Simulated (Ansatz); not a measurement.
```yaml
crystal:
  periodic: [false, false, false]
  atoms:
    - {symbol: As, position_ang: [-0.971908, -0.074156, -0.681837]}
    - {symbol: Se, position_ang: [0.941541, 0.070895, 0.649554]}
    - {symbol: H, position_ang: [-1.822879, 0.766608, 0.227728]}
    - {symbol: H, position_ang: [-1.484109, -1.302724, 0.010076]}
    - {symbol: H, position_ang: [1.791882, 0.494457, -0.440635]}
basis:
  gaussian: {orbitals: def2-TZVP}
hamiltonian: {xc: pbe0}
relax: {f_tol: 0.004, max_steps: 80}
```

```sh
$ ansatz run in.yaml --threads 1 --pin off --events-out ev --progress --plain --max-ram 2176MiB
```

Steps of the relaxation (energy above the last step; positions in Å, forces in eV/Å):

```
5
step 1, 35.5 meV
As   -0.972   -0.074   -0.682   -0.161    0.083   -0.573
Se    0.942    0.071    0.650    0.236   -0.108    0.748
H    -1.823    0.767    0.228   -0.236    0.341    0.154
H    -1.484   -1.303    0.010   -0.099   -0.450    0.091
H     1.792    0.494   -0.441    0.260    0.134   -0.420
```

```
5
step 2, 5.7 meV
As   -0.987   -0.072   -0.655    0.140    0.027   -0.176
Se    0.984    0.074    0.681   -0.120   -0.012    0.059
H    -1.859    0.822    0.216   -0.001   -0.084    0.095
H    -1.484   -1.360   -0.015   -0.041    0.059    0.084
H     1.801    0.492   -0.461    0.021    0.009   -0.062
```

```
5
step 3, 1.7 meV
As   -0.975   -0.070   -0.674   -0.014   -0.004    0.043
Se    0.972    0.077    0.689    0.000    0.021   -0.058
H    -1.843    0.802    0.224   -0.018   -0.010   -0.005
H    -1.482   -1.341   -0.009   -0.022   -0.004   -0.010
H     1.783    0.486   -0.465    0.054   -0.003    0.031
```

```
5
step 5, 0.0 meV
As   -0.983   -0.055   -0.671   -0.002    0.000    0.000
Se    0.964    0.123    0.688    0.001    0.001    0.000
H    -1.863    0.788    0.243    0.000   -0.001    0.000
H    -1.475   -1.345   -0.028    0.001    0.000   -0.001
H     1.811    0.444   -0.468    0.000   -0.001    0.000
```

```
5
step 6, 0.0 meV
As   -0.983   -0.053   -0.670    0.001    0.000   -0.002
Se    0.963    0.129    0.689    0.004    0.002   -0.004
H    -1.865    0.786    0.245    0.000    0.000    0.001
H    -1.473   -1.345   -0.030    0.000    0.000    0.001
H     1.812    0.438   -0.469   -0.005   -0.002    0.005
```

```
5
step 8, 0.0 meV
As   -0.983   -0.053   -0.670    0.000    0.000    0.000
Se    0.963    0.129    0.689    0.001    0.000   -0.001
H    -1.865    0.786    0.245    0.000    0.000    0.000
H    -1.472   -1.345   -0.030    0.000    0.000    0.000
H     1.812    0.438   -0.469   -0.001    0.000    0.001
```

Close pairs at the end: Se2–H5 1.468 Å, As1–H4 1.523 Å, As1–H3 1.523 Å, As1–Se2 2.381 Å.

A stationary point of restricted PBE0 after 8 steps (its stability towards spin polarisation wasn't tested); no frequencies were run, so it isn't proven a minimum. 69 s on 1 thread of Intel Xeon Platinum 8488C, shared host.
